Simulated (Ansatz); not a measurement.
A made-up structure of SiH₃O (charge +1), singlet:

```xyz
5
angstrom
O 0.3125 -0.9291 0.4855
Si -0.2788 0.3003 -0.2833
H 1.0909 -0.9856 1.0546
H -1.4869 -0.0075 -1.0540
H -0.2267 -1.4762 1.0777
```

It is relaxed with PBE-D4/def2-SVP and then PBE0-D4/def2-TZVP (Ansatz 0.2.0). Atoms count as bonded within 1.22 times the sum of their covalent radii (H–H: 0.88 Å). The end point is not checked to be a true minimum.

Question: Does its bonding change? (A judgement: the text doesn't fix the answer.)

Answer: The calculation gives: No: no bond forms or breaks.

Where it ends: The first stage lowers the energy by 2.13 eV in 9 steps. It ends as SiH₃O ([OH2][SiH]), total charge +1:
```
atom    x (Å)    y (Å)    z (Å)
  O1   0.2501  -0.8820   0.6316
 Si2  -0.1217   0.5065  -0.5546
  H3   1.0920  -0.9525   1.1100
  H4  -1.4676  -0.1521  -0.7657
  H5  -0.3420  -1.6180   0.8591
```

Labels in which every atom is bracketed show which atoms are joined, not bond orders.

For scale, one of the runs: PBE0-D4/def2-TZVP relaxation, 86 basis functions, launched by `ansatz run in.yaml --threads 2 --pin off --events-out ev --progress --plain --max-ram 4352MiB`. Hardware: 2 CPU threads of an Arm Neoverse V2, shared host. Wall time about 4.4 s.
